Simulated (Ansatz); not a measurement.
`[BH3-][PH3+]` from Hartree–Fock to CCSD(T)

```xyz
8

B    -0.5862    0.0529    0.9238
P     0.4360   -0.0395   -0.6873
H     0.2516    0.1182    1.7931
H    -1.2253   -0.9735    0.9194
H    -1.2475    1.0560    0.7885
H     1.3037    1.0299   -0.9829
H    -0.2594   -0.1253   -1.9092
H     1.3271   -1.1187   -0.8454
```

Total charge 0; spin multiplicity 1. Geometry: relaxed with PBE0-D4/def2-TZVP. Frozen core, restricted reference, Ansatz 0.2.0. CBS rows extrapolate triple and quadruple zeta; past MP2 they add the triple-zeta difference.

```csv
basis,HF (Eh),MP2 corr.
def2-SVP,-368.75145,-0.24722
def2-TZVPP,-368.90256,-0.30750
def2-QZVPP,-368.91449,-0.32744
```

(1) Estimate the CCSD correlation energy and the (T) correction in each basis where they were run (hartree).

Answers

(1) 
```csv
basis,CCSD corr.,(T)
def2-SVP,-0.29259,-0.00742
def2-TZVPP,-0.35089,-0.01219
CBS(def2),-0.38561,as TZ
```
